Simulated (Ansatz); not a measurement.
**C₃H₃N: one species, many methods**

How much do the methods differ for C₃H₃N? The plan is to run it at one geometry with functionals of several rungs and with coupled cluster. The yardstick is the atomisation energy at the CCSD(T) limit.

Program: Ansatz 0.2.0, Gaussian basis. Level of theory: functionals in def2-TZVPP, the program's frozen cores in correlated methods. These are calculated values, not measurements.

The runs, in order: LDA (SPW92), PBE-D4, revPBE-D4, BLYP-D4, r2SCAN-D4, B97M-V, PBE0-D4, B3LYP-D4, r2SCANh-D4, r2SCAN0-D4, HSE06-D4, BHLYP-D4, CAM-B3LYP-D4, LC-ωPBE, ωB97X-V, ωB97M-V, B2PLYP, PBE-QIDH; CCSD(T)/def2-SVP; CCSD(T)/def2-TZVPP; MP2/def2-QZVPP; extrapolation to the limit; RPA on PBE.

## Step 1: The relaxed structure

An earlier PBE0-D4 in a triple-zeta def2 set relaxation fixed the geometry.

7 atoms, charge 0, spin multiplicity 1.

Atoms are counted from 1 here; the program's logs count them from 0.

Bond lengths: C1–C2 1.349 Å, C1–C3 1.588 Å, C1–N4 1.225 Å, C2–C3 1.549 Å, C2–H5 1.079 Å, C3–H6 1.084 Å, C3–H7 1.084 Å. Angles: C2–C1–C3 63.1°, C2–C1–N4 138.2°, C3–C1–N4 75.7°, C1–C2–C3 66.0°, C1–C2–H5 124.4°, C3–C2–H5 122.4°, C1–C3–C2 50.9°, C1–C3–H6 117.1°, C1–C3–H7 118.4°, C2–C3–H6 118.4°, C2–C3–H7 114.8°, H6–C3–H7 119.2°.

## Step 2: LDA

This LDA is Slater exchange with PW92 correlation.

Input file in.yaml:

```yaml
crystal:
  periodic: [false, false, false]
  atoms:
    - {symbol: C, position_ang: [-0.744601, -0.544074, 0.517929]}
    - {symbol: C, position_ang: [0.551491, -0.875304, 0.340976]}
    - {symbol: C, position_ang: [0.108459, 0.380375, -0.451037]}
    - {symbol: N, position_ang: [-1.567318, 0.218759, 0.027240]}
    - {symbol: H, position_ang: [1.301761, -0.836194, 1.115366]}
    - {symbol: H, position_ang: [0.398738, 1.354968, -0.075586]}
    - {symbol: H, position_ang: [0.012771, 0.233470, -1.520589]}
basis:
  gaussian: {orbitals: def2-TZVPP}
hamiltonian: {xc: lda}
output: {orbitals: {seedname: orbitals}}
```

Started as:

```
$ ansatz run in.yaml --threads 2 --pin off --events-out ev --progress --plain --max-ram 4352MiB
```

After this run come: PBE-D4 (GGA); revPBE-D4 (GGA); BLYP-D4 (GGA); r2SCAN-D4 (meta-GGA); B97M-V (meta-GGA); B3LYP-D4 (hybrid); r2SCANh-D4 (hybrid); r2SCAN0-D4 (hybrid); HSE06-D4 (hybrid); BHLYP-D4 (hybrid); CAM-B3LYP-D4 (range-separated); LC-ωPBE (range-separated); ωB97X-V (range-separated); ωB97M-V (range-separated); B2PLYP (double hybrid); PBE-QIDH (double hybrid); CCSD(T) in def2-SVP; CCSD(T) in def2-TZVPP; MP2 in def2-QZVPP; RPA on PBE orbitals.

Q: Predict the results of all the runs planned. Wanted: atomisation energy, CCSD(T)/CBS; farthest beyond LDA; mean size of error, GGA; mean size of error, meta-GGA; mean size of error, hybrid; mean size of error, range-separated; mean size of error, double hybrid; gap, smallest and largest; T1 diagnostic.

**Answer**, as computed:

```
                               quantity                                      value
        atomisation energy, CCSD(T)/CBS                             672.1 kcal/mol
functionals within 3.4 kcal/mol (0.5 %)               r2SCANh-D4, B2PLYP, PBE-QIDH
                    farthest beyond LDA                    PBE-D4 (+42.4 kcal/mol)
                mean size of error, GGA                              25.7 kcal/mol
           mean size of error, meta-GGA                               9.4 kcal/mol
             mean size of error, hybrid                              13.5 kcal/mol
    mean size of error, range-separated                               5.1 kcal/mol
      mean size of error, double hybrid                               1.6 kcal/mol
              gap, smallest and largest  3.41 eV (LDA (SPW92)), 10.81 eV (LC-ωPBE)
                          T1 diagnostic                                     0.0165
triples share of the correlation energy                                      5.4 %
```

LDA overbinds by 133.0 kcal/mol (20 %). PBE-D4 misses by +42.4 kcal/mol. Double hybrids carry the basis error of their MP2 part in triple zeta, and no dispersion term here, so their miss is partly the set-up's. Taken by rung, double hybrid functionals do best (1.6 kcal/mol on average) and GGA ones worst beyond LDA (25.7 kcal/mol). The reference freezes the cores and leaves out relativity and excitations past (T), so misses under about 3.4 kcal/mol can't be ranked. Hartree-Fock recovers 65 % of the binding; the rest is correlation. CCSD(T) in def2-SVP is off by -37.8 kcal/mol, more than most functionals: a good method in a small basis is no reference. Orbital gaps span 3.4 to 10.8 eV; exact exchange widens them.
